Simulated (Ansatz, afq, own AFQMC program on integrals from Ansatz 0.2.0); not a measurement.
## Atomization energy of AuSiH3, singlet

```yaml
atoms:
  - { symbol: Au, position_ang: [-0.3188, 0.0021, 0.0018] }
  - { symbol: Si, position_ang: [1.9697, -0.0127, -0.0110] }
  - { symbol: H, position_ang: [2.4639, -1.4148, -0.0088] }
  - { symbol: H, position_ang: [2.4842, 0.6879, 1.1951] }
  - { symbol: H, position_ang: [2.4705, 0.6792, -1.2279] }
```

Connectivity, by distances: Au–SiH3.

Atoms in their ground-state spins without spin–orbit coupling (mostly on UHF) minus the molecule (RHF), without zero-point energy. The geometry is a stationary point, not shown to be a minimum.

Basis def2-SVP with its core potentials. Noble-gas cores (and the filled d shells of Ga–Kr and In–Xe) are frozen. AFQMC by an in-house program on the Cholesky factors that Ansatz 0.2.0 writes for its CCSD(T) run. ph-AFQMC/CISD is guided by a CISD state made of CCSD amplitudes; releasing the constraint for a short imaginary time cuts its bias at the price of noise, slowly where states lie close. Error bars are statistical, one sigma. No spin–orbit coupling. The metal's outer-core s and p shells are frozen, which shifts wave-function levels against functionals. The errors of all members are added in quadrature.

No full CI on the walks' own integrals is used here; CCSDT(Q) serves as the reference and is uncertain by about the last step of the cluster series. Each member takes its own surest rung, up to full CI.

Errors are counted within def2-SVP, not against nature.

Cautions: no spin-orbit coupling; outer-core shells of the metal frozen.

```
level  atomization energy (eV)
 CCSD                   12.089
  MP2                   12.149
```

Problem. From these cheaper values, estimate the atomization energy at the reference level in def2-SVP.

Solution. 12.235 eV (CCSDT(Q) in def2-SVP).

```
         level  atomization energy (eV)  error against CCSDT(Q) (eV)
            HF                    9.309                       -2.926
       CCSD(T)                   12.229                       -0.005
         CCSDT                   12.228                       -0.007
   ph-AFQMC/HF           12.475 ± 0.038                0.240 ± 0.038
 ph-AFQMC/CISD           12.240 ± 0.006                0.005 ± 0.006
released AFQMC           12.244 ± 0.011                0.010 ± 0.011
```

Correlation beyond CCSD(T) adds 0.005 eV. The perturbative (T) step is worth +0.140 eV.

A walk keeps the symmetry of its determinant, which the program's search chose and which needn't be the lowest solution, so a lower state of the same spin and another symmetry isn't excluded. Released energies are given only where the last usable release times agree within the noise; a slower fall can still hide under it.
